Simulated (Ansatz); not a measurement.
**CH₃N₂ (doublet): from Hartree-Fock to the top rungs at distance N1–H4 along a hydrogen transfer = 1.344 Å, cc-pVDZ**

Aim: climb from Hartree-Fock through coupled cluster and multireference methods for CH₃N₂ (doublet) at one geometry and basis, and see what each rung misses.

Computed with Ansatz 0.2.0, Gaussian basis. Level: cc-pVDZ, core rule «outside noble gas», up to 3 orbitals frozen.

To be run: UHF; CCSD(T) on ROHF; CCSD(T) on UHF; BCCD(T) on ROHF; CISD; CCSDT(Q) on ROHF; CCSDT(Q) on UHF; CASSCF and MRCISD+Q, 3 electrons in 3 orbitals; CASSCF and NEVPT2, 3 electrons in 3 orbitals.

### 1 What is computed

The geometry derives from fragments relaxed apart (PBE0/def2-TZVP) and kept rigid, so it is no stationary point. A hydrogen atom is moved between rigid fragments.

6 atoms, charge 0, spin multiplicity 2.

Atoms are counted from 1 here; the program's logs count them from 0.

Bond lengths: N1–H2 1.012 Å, N1–H3 1.012 Å, H4–C6 1.090 Å, N5–C6 1.160 Å. Angles: H2–N1–H3 107.1°, H4–C6–N5 180.0°.

As a file:

```xyz
6
CH3N2
N    -1.86608   -0.01324   -0.02061
H    -2.16336    0.95459   -0.02061
H    -2.16336   -0.41554    0.85965
H    -0.52208   -0.01324   -0.02061
N     1.72801   -0.01324   -0.02061
C     0.56792   -0.01324   -0.02061
```

### 2 UHF

Input file in.yaml:

```yaml
crystal:
  periodic: [false, false, false]
  atoms:
    - {symbol: N, position_ang: [-1.866076, -0.013242, -0.020610]}
    - {symbol: H, position_ang: [-2.163356, 0.954591, -0.020610]}
    - {symbol: H, position_ang: [-2.163355, -0.415541, 0.859649]}
    - {symbol: H, position_ang: [-0.522076, -0.013242, -0.020611]}
    - {symbol: N, position_ang: [1.728008, -0.013241, -0.020611]}
    - {symbol: C, position_ang: [0.567924, -0.013241, -0.020611]}
basis:
  gaussian: {orbitals: cc-pVDZ}
magnetization: {spin_polarized: true, initial_magnetization: 1}
hamiltonian: {xc: hf}
output: {orbitals: {seedname: orbitals}}
```

Started as:

```bash
> ansatz run in.yaml --threads 1 --pin off --events-out ev --progress --plain --max-ram 4096MiB --backend cpu
```

Further steps of the session: CCSD(T) on ROHF; CCSD(T) on UHF; BCCD(T) on ROHF; CISD; CCSDT(Q) on ROHF; CCSDT(Q) on UHF; CASSCF and MRCISD+Q, 3 electrons in 3 orbitals; CASSCF and NEVPT2, 3 electrons in 3 orbitals.

**Question.** What will the summary of the whole plan be? Wanted: UCCSDT(Q) below the RHF energy; RMP2 from UCCSDT(Q); UMP2 from UCCSDT(Q); RCCSD from UCCSDT(Q); RCCSD(T) from UCCSDT(Q); UCCSD(T) from UCCSDT(Q); RCCSDT(Q) from UCCSDT(Q); NEVPT2 pair from UCCSDT(Q); MRCISD+Q pair from UCCSDT(Q).

As calculated:

| quantity | value |
| --- | --- |
| UCCSDT(Q) below the RHF energy | -13.3306 eV |
| RMP2 from UCCSDT(Q) | +1219.2 meV |
| UMP2 from UCCSDT(Q) | +1289.3 meV |
| RCCSD from UCCSDT(Q) | +513.0 meV |
| RCCSD(T) from UCCSDT(Q) | +66.3 meV |
| UCCSD(T) from UCCSDT(Q) | +68.4 meV |
| RCCSDT(Q) from UCCSDT(Q) | +1.4 meV |
| NEVPT2 pair from UCCSDT(Q) | +1251.9 meV |
| MRCISD+Q pair from UCCSDT(Q) | +368.5 meV |
| levels within 1 kcal/mol (43 meV) | RCCSDT(Q) |
| T1 diagnostic | 0.021 |

**Reading.** RCCSD(T) lands +66.3 meV from the yardstick (0.5 % of the correlation energy). Of the multireference levels listed MRCISD+Q pair comes nearest in total energy (+368.5 meV), which doesn't show that its space is the better one. These misses are within one basis, not against nature; the frozen cores of restricted and unrestricted runs differ, which can shift their rows.
